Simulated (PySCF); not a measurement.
One ligand Y is varied and pulled off as a radical: Cd(CH3)1–Y. All species are isolated molecules in the gas phase. One relaxed conformer stands for each flexible species; it need not be the lowest. Multiplicities are imposed; where one is given, others were not computed. Strings in code marks are SMILES.

Level of theory: PBE-D3(BJ)/def2-TZVP // r2SCAN-D4/def2-SVP run with PySCF. All candidates: neutral, multiplicity 2. 

The highest occupied spin orbital comes out as -6.12 eV. The dipole moment comes out as 0.87 D.

Problem. Say which member has these values.
A. `[OH]`
B. `[CH3]`
C. `C[O]`
D. `[SH]`

Solution. D, `[SH]`. The others give `C[O]`: -5.95 eV, 2.09 D; `[CH3]`: -5.38 eV, 0.00 D; `[OH]`: -7.16 eV, 1.73 D
